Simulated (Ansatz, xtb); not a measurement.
Relaxing a trial structure of CH2AlN−

The starting geometry of this gas-phase doublet has its atoms placed at random.

```yaml
atoms:
  - { symbol: C, position_ang: [-0.9962, -1.3877, 0.0140] }
  - { symbol: Al, position_ang: [-0.2181, 0.7890, -0.4385] }
  - { symbol: N, position_ang: [-0.2983, 1.6668, 1.1942] }
  - { symbol: H, position_ang: [-1.4462, -0.3163, 0.3935] }
  - { symbol: H, position_ang: [1.5431, 0.1656, 0.3959] }
```

Q: One run relaxed it with r2SCAN-D4/def2-SVPD. What is a likely outcome?

A: It ends as a structure given below by its coordinates. Distances that change by over a tenth: C1–H4 (1.22 → 1.10 Å). Contacts that open: Al2–H4 (1.85 → 2.95 Å). Contacts that close: C1–Al2 (2.36 → 1.92 Å), Al2–H5 (2.05 → 1.63 Å).

The energy falls by 3.38 eV over 20 steps:

```json
{"step": "1", "E − E(last) (eV)": "3.376"}
{"step": "3", "E − E(last) (eV)": "1.679"}
{"step": "5", "E − E(last) (eV)": "0.734"}
{"step": "7", "E − E(last) (eV)": "0.286"}
{"step": "9", "E − E(last) (eV)": "0.084"}
{"step": "12", "E − E(last) (eV)": "0.058"}
{"step": "14", "E − E(last) (eV)": "0.056"}
{"step": "16", "E − E(last) (eV)": "0.016"}
{"step": "18", "E − E(last) (eV)": "0.001"}
{"step": "20", "E − E(last) (eV)": "0.000"}
```

Final geometry (Å):

```xyz
5

C    -1.0993   -0.7574    0.0535
Al    0.2592    0.5669    0.3695
N    -0.2083    2.0837    1.1912
H    -2.1201   -1.1632    0.0938
H     1.7527    0.1874   -0.1489
```

From the same start GFN2-xTB ends elsewhere, differing in C1–N3 (1.30 against 3.19 Å here).

From so rough a start the end depends on the optimiser's path, so another program may land elsewhere. The end wasn't checked by frequencies. Open shells are spin-unrestricted. Run with Ansatz 0.2.0, 4.4 min on 1 thread of Intel(R) Xeon(R) Platinum 8375C CPU @ 2.90GHz (Ice Lake) (shared host).
